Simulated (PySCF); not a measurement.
Species: boron monofluoride, BF (singlet state).
SMILES with atom numbers: `[B:1][F:2]`

Computed with PySCF at CAM-B3LYP/def2-SVPD, non-relativistic, on one gas-phase PBE0-D3(BJ)/def2-SVP geometry that isn't relaxed in the solvent. The solvent is an IEF-PCM continuum (Bondi radii, 1.10 Å for H, scaled by 1.2), and excitations are vertical TDDFT with non-equilibrium linear response and a frozen core. Only the electrostatic response of the medium enters.

```
run  E − E(gas) (kcal/mol)  HOMO (eV)  HOMO–LUMO gap (eV)  dipole (D)  lowest singlet (eV)  static polarisability (au)
gas                   0.00      -9.47                9.56        0.98                 6.21                        19.7
  P                  -1.09      -9.48                9.63        1.18                 6.12                        24.2
  Q                  -0.78      -9.47                9.61        1.13                 6.06                        22.9
```

Problem. The runs were made in chloroform and methanol. Which run belongs to which solvent?

Solution. P = methanol, Q = chloroform. The dielectric constants are 4.711 (chloroform), 32.61 (methanol), and the energy falls further as ε rises. The optical constants n² used for the excitations are 2.09, 1.77 in the same order. In this model the ground state sees the solvent through ε alone.

Problem. How constant is the ratio of the lowering to (ε − 1)/(2ε + 1)?

Solution. 
```csv
solvent,(ε − 1)/(2ε + 1),E − E(gas) (kcal/mol),ratio (kcal/mol),polarisation term (kcal/mol)
chloroform,0.356,-0.78,-2.2,-0.85
methanol,0.477,-1.09,-2.3,-1.24
```

The ratio changes by +4.7 % in size from chloroform to methanol. The polarisation term is half the interaction of the solute with the induced surface charges.

Rough CPU time on one thread of a shared machine: about 1.8 s. This is the whole response run at CAM-B3LYP/def2-SVPD in methanol, SCF included.
